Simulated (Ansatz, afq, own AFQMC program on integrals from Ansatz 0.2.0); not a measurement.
Atomization energy of CH2Se, singlet

| atom | x (Å) | y (Å) | z (Å) |
| --- | --- | --- | --- |
| C | 0.0000 | 0.0000 | 1.4656 |
| Se | 0.0000 | 0.0000 | -0.2750 |
| H | 0.0000 | 0.9241 | 2.0383 |
| H | 0.0000 | -0.9241 | 2.0383 |

Connectivity, by distances: CH2–Se.

Atoms in their ground-state spins without spin–orbit coupling (mostly on UHF) minus the molecule (RHF), without zero-point energy. The geometry is a stationary point, not shown to be a minimum.

Basis cc-pVDZ. Only valence electrons are correlated. Integrals, coupled cluster, full CI and functionals: Ansatz 0.2.0; the random walks run on the same integrals in our own AFQMC program. ph-AFQMC/CISD is guided by a CISD state made of CCSD amplitudes; releasing the constraint for a short imaginary time cuts its bias at the price of noise, slowly where states lie close. ± is one standard error of the sampling. No spin–orbit coupling. The errors of all members are added in quadrature.

No full CI on the walks' own integrals is used here; CCSDT(Q) serves as the reference and is uncertain by about the last step of the cluster series. Each member takes its own surest rung, up to full CI.

The best estimate is CCSD(T) at the basis-set limit (CBS: def2-TZVPP and def2-QZVPP, with their diffuse functions for anions and beside diffuse sets, CCSD(T) itself extrapolated) plus the step from CCSD(T) to CCSDT(Q) in cc-pVDZ. Rows without CBS are in cc-pVDZ; B2PLYP and the wave-function rows carry a basis error of their own. Core correlation and relativity beyond core potentials are missing, and ± holds the sampling alone.

Cautions: inner d shell frozen; no relativity below Rb; no spin-orbit coupling; CH₂Se (singlet): restricted determinant unstable towards unrestricted (UHF 173 meV lower, ⟨S²⟩ 0.43).

Best estimate: 1278.4 kJ/mol.

```json
{"level": "HF", "atomization energy (kJ/mol)": "840.0", "error against the best estimate (kJ/mol)": "-438.5"}
{"level": "MP2", "atomization energy (kJ/mol)": "1179.7", "error against the best estimate (kJ/mol)": "-98.8"}
{"level": "CCSD", "atomization energy (kJ/mol)": "1147.4", "error against the best estimate (kJ/mol)": "-131.1"}
{"level": "CCSD(T)", "atomization energy (kJ/mol)": "1171.3", "error against the best estimate (kJ/mol)": "-107.1"}
{"level": "CCSDT", "atomization energy (kJ/mol)": "1171.5", "error against the best estimate (kJ/mol)": "-106.9"}
{"level": "CCSDT(Q)", "atomization energy (kJ/mol)": "1173.7", "error against the best estimate (kJ/mol)": "-104.7"}
{"level": "ph-AFQMC/CISD", "atomization energy (kJ/mol)": "1169.7 ± 2.4", "error against the best estimate (kJ/mol)": "-108.7 ± 2.4"}
{"level": "released AFQMC", "atomization energy (kJ/mol)": "1171.8 ± 2.1", "error against the best estimate (kJ/mol)": "-106.6 ± 2.1"}
{"level": "HF/CBS", "atomization energy (kJ/mol)": "860.6", "error against the best estimate (kJ/mol)": "-417.8"}
{"level": "MP2/CBS", "atomization energy (kJ/mol)": "1290.3", "error against the best estimate (kJ/mol)": "11.9"}
{"level": "CCSD(T)/CBS", "atomization energy (kJ/mol)": "1276.1", "error against the best estimate (kJ/mol)": "-2.3"}
```

Correlation beyond CCSD(T) adds 2.3 kJ/mol. Going to the basis-set limit adds 104.8 kJ/mol at CCSD(T). The perturbative (T) step is worth +24.0 kJ/mol.

Best estimates are given only where the step beyond CCSD(T) is under 0.3 eV and no member's determinant is very poor (T1 over 0.05, or 0.07 for open shells, ⟨S²⟩ too high by 0.3, two states mixed), so the hardest cases are missing from such tables.

CCSDT and higher add their correlation energy to the determinant of the CCSD(T) run, since their own runs factorise the integrals more tightly (a shift of under 2 meV). Each member of a difference takes its own highest rung, so a best estimate needn't equal the limit plus the step of one row. A walk keeps the symmetry of its determinant, which the program's search chose and which needn't be the lowest solution, so a lower state of the same spin and another symmetry isn't excluded. Released energies are given only where the last usable release times agree within the noise; a slower fall can still hide under it.
